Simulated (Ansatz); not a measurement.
A made-up structure of NaAlH₂O, closed shell:

```csv
atom,x (Å),y (Å),z (Å)
O1,0.3051,0.3071,0.0288
Al2,-1.0006,-0.8002,-0.2178
Na3,1.9056,-0.3920,1.5559
H4,-2.1015,-0.4338,-1.1997
H5,0.1782,1.0920,-0.5268
```

It is relaxed with PBE-D4/def2-SVP and then PBE0-D4/def2-TZVP (Ansatz 0.2.0). Atoms count as bonded within 1.22 times the sum of their covalent radii (H–H: 0.88 Å). The end point is not checked to be a true minimum.

(1) Does its bonding change? (Judge from chemistry; the calculation decides.)

## Answers

(1) By the calculation: No: no bond forms or breaks.

Where it ends: The first stage lowers the energy by 0.68 eV in 6 steps. It ends as NaAlH₂O ([OH]1[Na][AlH]1):
O1  (0.354, 0.518, -0.064)
Al2  (-0.787, -0.884, -0.020)
Na3  (1.526, -0.611, 1.423)
H4  (-1.992, -0.525, -1.070)
H5  (0.186, 1.275, -0.630)
(Å)

Labels in which every atom is bracketed show which atoms are joined, not bond orders.

For scale, one of the runs: PBE0-D4/def2-TZVP relaxation, 112 basis functions, launched by `ansatz run in.yaml --threads 2 --pin off --events-out ev --progress --plain --max-ram 4352MiB`. Hardware: 2 CPU threads of an Arm Neoverse V1, shared host. Wall time about 13 s.
